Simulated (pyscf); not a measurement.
Structures and frequencies: ωB97X-D3(BJ)/def2-SVP in PySCF.

### Question
HO–Si(F)(F)–F + silanol (HO–SiH₃) -> HO–Si(F)(F)–O–SiH₃ + hydrogen fluoride (HF)
Surface: singlet. Broken: F–Si, H–O. Formed: O–Si, F–H. Give ΔE‡ and ΔE from PBE0-D3(BJ)/def2-TZVP, relative to the separated reactants.

### Answer
ΔE‡ = 0.75 eV, ΔE = +0.18 eV. ωB97M-D3(BJ)/def2-TZVP gives 0.83 eV and +0.20 eV. Zero-point energy shifts the barrier by +0.01 eV. It is a four-centre exchange, with an imaginary mode of 782i cm⁻¹. On the reactant side the descent ends in an adduct with a O–Si contact, 0.23 eV over the separated species and 0.53 eV under the saddle at ωB97X-D3(BJ)/def2-TZVP. On the product side the descent ends in a complex, 0.32 eV under the separated species and 0.96 eV under the saddle at ωB97X-D3(BJ)/def2-TZVP. What is counted as formed (O–Si) is already present as a longer contact in the reactant adduct; forming that adduct is a step of its own. This is the saddle that the search found; another between the same sides may lie lower.
